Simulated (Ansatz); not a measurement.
A made-up structure of Al$_{2}$H$_{2}$F, doublet:

F1  (-0.274, -2.085, 2.548)
Al2  (-0.170, -1.016, 1.352)
Al3  (0.103, 0.669, -0.865)
H4  (-1.267, 0.848, -1.975)
H5  (1.608, 1.584, -1.061)
(Å)

It is relaxed with PBE-D4/def2-SVP and then PBE0-D4/def2-TZVP (Ansatz 0.2.0). Atoms count as bonded within 1.22 times the sum of their covalent radii (H–H: 0.88 Å). The end point is not checked to be a true minimum.

Task: Does its bonding change? (Judge from chemistry; the calculation decides.)

Result: The calculation gives: No: no bond forms or breaks.

Where it ends: The first stage lowers the energy by 0.90 eV in 7 steps. It ends as Al₂H₂F ([F][Al][AlH2]):
| atom | x (Å) | y (Å) | z (Å) |
| --- | --- | --- | --- |
| F1 | -0.1432 | -2.0695 | 2.1214 |
| Al2 | -0.3189 | -0.5634 | 1.4585 |
| Al3 | 0.1514 | 0.4772 | -0.8620 |
| H4 | -1.1284 | 0.7486 | -1.7668 |
| H5 | 1.4391 | 1.4070 | -0.9512 |

Labels in which every atom is bracketed show which atoms are joined, not bond orders.

For scale, one of the runs: PBE0-D4/def2-TZVP relaxation, 117 basis functions, launched by `ansatz run in.yaml --threads 2 --pin off --events-out ev --progress --plain --max-ram 4352MiB`. The run took about 12 s on 2 CPU threads of an Arm Neoverse V2 (shared host).
